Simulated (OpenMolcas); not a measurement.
# [NO2]− (nitrite), step by step

We compute a single-point energy (singlet [NO2]−, HF/ANO-RCC-MB), then a single-point energy (singlet [NO2]−, CASSCF(18,12)/ANO-RCC-VTZP), then a single-point energy (singlet [NO2]−, CASPT2(18,12)/ANO-RCC-VTZP), then a single-point energy (singlet [NO2]−, CASPT2(18,12)/ANO-RCC-VTZP) of NO2. 

Program for the calculation: OpenMolcas 26.06.

## 1. The system as given

[NO2]−: 3 atoms, total charge -1, spin state singlet. SMILES: `O=N[O-]`. Geometry: relaxed at PBE0-D4/def2-TZVPD.

Bond lengths: O1–N2 1.245 Å, N2–O3 1.245 Å. Angles: O1–N2–O3 116.8°.

## 2. The energy at HF/ANO-RCC-MB (DKH2) (run 1)

Contents of geom.xyz:

```xyz
3

O      0.322840     0.992650     0.287620
N      0.325750    -0.245400     0.151990
O     -0.648590    -0.747260    -0.439610
```

Contents of step1.input:

```
&gateway
  coord = geom.xyz
  basis = ANO-RCC-MB
  group = NoSym

&seward

&scf
  charge = -1
  prorbitals = 1 1
```

Launch:

```bash
export MOLCAS_MEM=1860
pymolcas step1.input > step1.log
```

Log, cut to the lines that bear on the results:

```text
--- Start Module: gateway ---
[...]
--- Stop Module: gateway /rc=_RC_ALL_IS_WELL_ ---
--- Start Module: seward ---
[...]
      Basis functions           15
--- Stop Module: seward /rc=_RC_ALL_IS_WELL_ ---
--- Start Module: scf ---
[...]
       Convergence after  13 Iterations
[...]
::    Total SCF energy                               -204.0105726631
[...]
      Total spin, S                                     0.0000000000
[...]
      Total electronic charge=   24.000000
      Total            charge=   -1.000000
[...]
      Dipole Moment (debye):
      Origin of the operator (angstrom)=   -0.0141    0.0106   -0.0066
                   X=  4.6067E-01               Y= -3.4699E-01               Z=  2.1494E-01           Total=  6.1548E-01
      Center of Charge (angstrom)
[...]
--- Stop Module: scf /rc=_RC_ALL_IS_WELL_ ---
[...]
```

Wall time 2 s (1 thread of Arm Neoverse V1, shared host); peak memory 0.37 GiB.

## 3. A single-point energy at CASSCF(18,12)/ANO-RCC-VTZP (DKH2, RICD fitting) (run 2)

geom.xyz is that of step 2.

Contents of step2.input:

```
&gateway
coord = geom.xyz
basis = ANO-RCC-MB
group = NoSym
&seward
&rasscf
fileorb = $CurrDir/step1.ScfOrb
spin = 1
nactel = 18 0 0
inactive = 3
ras2 = 12
orblisting = Nothing
>>> COPY $Project.RunFile RUNFIL1
>>> COPY $Project.RasOrb INPORB
&gateway
coord = geom.xyz
basis = ANO-RCC-VTZP
group = NoSym
ricd
&seward
>>> COPY $Project.RunFile RUNFIL2
&expbas
&rasscf
fileorb = $Project.ExpOrb
spin = 1
nactel = 18 0 0
inactive = 3
ras2 = 12
orblisting = Nothing
orbappear = Compact
```

Launch:

```bash
export MOLCAS_MEM=1860
pymolcas step2.input > step2.log
```

Log, cut to the lines that bear on the results:

```text
--- Start Module: gateway ---
[...]
--- Stop Module: gateway /rc=_RC_ALL_IS_WELL_ ---
[...]
      Basis functions           15
[...]
      Number of active orbitals                 12
[...]
      Spin quantum number                      0.0
[...]
      Active orbitals                           12
[...]
      Number of CSFs                         15730
[...]
      Number of root(s) required                 1
[...]
      Convergence after  6 iterations
[...]
      printout of CI-coefficients larger than  0.05 for root  1
      energy=    -204.170709
      conf/sym  111111111111     Coeff  Weight
             1  222222222000   0.94765 0.89804
             8  222222202200  -0.16834 0.02834
            55  2222222udu0d  -0.05707 0.00326
            60  2222222uud0d   0.07046 0.00497
           182  22222u2d2ud0   0.06566 0.00431
           185  22222u2u2dd0   0.08564 0.00733
[...]
      Natural orbitals and occupation numbers for root  1
      sym 1:   1.998798   1.998668   1.987877   1.997576   1.964411   1.964037   1.994465   1.911930   1.968605   0.131184
               0.043852   0.038597
[...]
::    RASSCF root number  1 Total energy:   -204.17070934
[...]
      Basis functions           90
[...]
--- Start Module: expbas ---
[...]
--- Stop Module: expbas /rc=_RC_ALL_IS_WELL_ ---
--- Start Module: rasscf ---
[...]
      Convergence after 10 iterations
[...]
      Natural orbitals and occupation numbers for root  1
      sym 1:   1.999004   1.998891   1.991593   1.997534   1.971565   1.967945   1.994968   1.942439   1.973256   0.089992
               0.038999   0.033814
[...]
::    RASSCF root number  1 Total energy:   -204.45823348
[...]
      Total electronic charge=   24.000000
      Total            charge=   -1.000000
[...]
      Dipole Moment (debye):
      Origin of the operator (angstrom)=   -0.0141    0.0106   -0.0066
                   X=  2.7736E-01               Y= -2.0887E-01               Z=  1.2942E-01           Total=  3.7054E-01
      Center of Charge (angstrom)
[...]
--- Stop Module: rasscf /rc=_RC_ALL_IS_WELL_ ---
[...]
```

Run time: 26 s. Hardware: 1 thread of Arm Neoverse V1, shared host; peak memory 0.37 GiB.

Run 3 isn't shown in full; the table further down has it.

## 4. The distorted shape: the energy at CASPT2(18,12)/ANO-RCC-VTZP (DKH2, RICD fitting, ipea shift 0.25 Eh, pt2 variant SS) (run 4)

Contents of step4.input:

```
>>> EXPORT MOLCAS_PRINT=2
&GATEWAY
COORD
3
angstrom
O        1.784372       1.745451       1.175033
N        1.787282       0.507401       1.039403
O       -0.648590      -0.747260      -0.439610
BASIS=ANO-RCC-VTZP
GROUP=NoSym
RICD
&SEWARD
&RASSCF
FILEORB=$CurrDir/step2.RasOrb
SPIN=1
NACTEL=18 0 0
INACTIVE=3
RAS2=12
ORBLISTING=Nothing
ORBAPPEAR=Compact
&CASPT2
IMAGINARY=0.2
```

Launch:

```bash
export MOLCAS_MEM=1860
pymolcas step4.input > step4.log
```

Log, cut to the lines that bear on the results:

```text
--- Start Module: gateway ---
[...]
--- Stop Module: gateway /rc=_RC_ALL_IS_WELL_ ---
[...]
      Basis functions           90
[...]
--- Start Module: rasscf ---
[...]
      Number of active orbitals                 12
[...]
      Spin quantum number                      0.0
[...]
      Active orbitals                           12
[...]
      Number of CSFs                         15730
[...]
      Number of root(s) required                 1
[...]
      Convergence after 14 iterations
[...]
      printout of CI-coefficients larger than  0.05 for root  1
      energy=    -204.335657
      conf/sym  111111111111     Coeff  Weight
             1  222222222000  -0.72158 0.52067
            11  22222222u0d0   0.09023 0.00814
            31  222222220020   0.62422 0.38965
          1491  222220222002   0.05476 0.00300
          1556  2222ud222u0d   0.06168 0.00380
          1579  2222ud220u2d   0.05301 0.00281
[...]
      Natural orbitals and occupation numbers for root  1
      sym 1:   1.997975   1.999917   1.991195   1.971638   1.908092   1.965043   1.999958   1.999658   1.155254   0.100492
               0.872396   0.038382
[...]
::    RASSCF root number  1 Total energy:   -204.33565689
[...]
      Total electronic charge=   24.000000
      Total            charge=   -1.000000
[...]
      Dipole Moment (debye):
      Origin of the operator (angstrom)=    0.9391    0.5016    0.5722
                   X=  7.2492E+00               Y=  5.5936E+00               Z=  4.6077E+00           Total=  1.0250E+01
      Center of Charge (angstrom)
[...]
--- Stop Module: rasscf /rc=_RC_ALL_IS_WELL_ ---
[...]
--- Start Module: caspt2 ---
[...]
      E2 (Variational):          -0.5092008592
      Total energy:            -204.8448577531
[...]
      Reference weight:           0.88205
[...]
::    CASPT2 Root  1     Total energy:   -204.84485775
[...]
--- Stop Module: caspt2 /rc=_RC_ALL_IS_WELL_ ---
[...]
```

Run time: 65 s. Hardware: 1 thread of Arm Neoverse V1, shared host; peak memory 0.1 GiB.

## 5. All runs side by side

```tsv
run	level	integral approximation	active rule	partner	energy (Eh)	wall time
1	HF/ANO-RCC-MB (DKH2)	none	–	base	-204.010573	2 s
2	CASSCF(18,12)/ANO-RCC-VTZP (DKH2, RICD fitting)	RICD	full valence	base	-204.458233	26 s
3	CASPT2(18,12)/ANO-RCC-VTZP (DKH2, RICD fitting, ipea shift 0.25 Eh, pt2 variant SS)	RICD	full valence	base	-204.991984	38 s
4	CASPT2(18,12)/ANO-RCC-VTZP (DKH2, RICD fitting, ipea shift 0.25 Eh, pt2 variant SS)	RICD	full valence	N2–O3 3.11 Å	-204.844858	65 s
```

## 6. Outcome

```
                                                         quantity          value
                                    distorted shape: total energy  -204.84486 Eh
energy change with the N2–O3 bond stretched from 1.245 to 3.114 Å       4.003 eV
```

**Reading.** With the N2–O3 bond stretched from 1.245 to 3.114 Å the energy rises by 4.00 eV (92 kcal/mol). The first shape isn't relaxed at this level, so the change isn't measured from a minimum. In run 1 the basis is minimal, so the values are rough. All runs together took 2.2 min, the longest 65 s.
